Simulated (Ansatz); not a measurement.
A made-up structure of CH₄NS (charge +1), singlet:

```xyz
7
angstrom
N -0.3644 0.4803 -0.2738
C 0.4136 -0.6786 0.2812
S 1.4700 -0.4792 1.4285
H -1.3744 0.3451 -0.1483
H 2.6061 -0.7494 2.1255
H -0.0825 1.3388 0.2117
H 0.1303 -1.6032 -0.2199
```

It is relaxed with PBE-D4/def2-SVP and then PBE0-D4/def2-TZVP (Ansatz 0.2.0). Atoms count as bonded within 1.22 times the sum of their covalent radii (H–H: 0.88 Å). The end point is not checked to be a true minimum.

Question: Does its bonding change? (A judgement: the text doesn't fix the answer.)

Answer: By the calculation: No: no bond forms or breaks.

Where it ends: The first stage lowers the energy by 3.36 eV in 8 steps. It ends as CH₄NS ([NH2][CH][SH]), total charge +1:
```json
{"atom": "N1", "x (Å)": "-0.4019", "y (Å)": "0.4070", "z (Å)": "0.0148"}
{"atom": "C2", "x (Å)": "0.4547", "y (Å)": "-0.4475", "z (Å)": "0.4756"}
{"atom": "S3", "x (Å)": "1.7273", "y (Å)": "-0.0345", "z (Å)": "1.4995"}
{"atom": "H4", "x (Å)": "-1.1486", "y (Å)": "0.1059", "z (Å)": "-0.5980"}
{"atom": "H5", "x (Å)": "2.2054", "y (Å)": "-1.2883", "z (Å)": "1.5997"}
{"atom": "H6", "x (Å)": "-0.3660", "y (Å)": "1.3943", "z (Å)": "0.2405"}
{"atom": "H7", "x (Å)": "0.3278", "y (Å)": "-1.4831", "z (Å)": "0.1728"}
```

Labels in which every atom is bracketed show which atoms are joined, not bond orders.

For scale, one of the runs: PBE0-D4/def2-TZVP relaxation, 123 basis functions, launched by `ansatz run in.yaml --threads 2 --pin off --events-out ev --progress --plain --max-ram 4352MiB`. Hardware: 2 CPU threads of an Arm Neoverse V1, shared host. Wall time about 13 s.
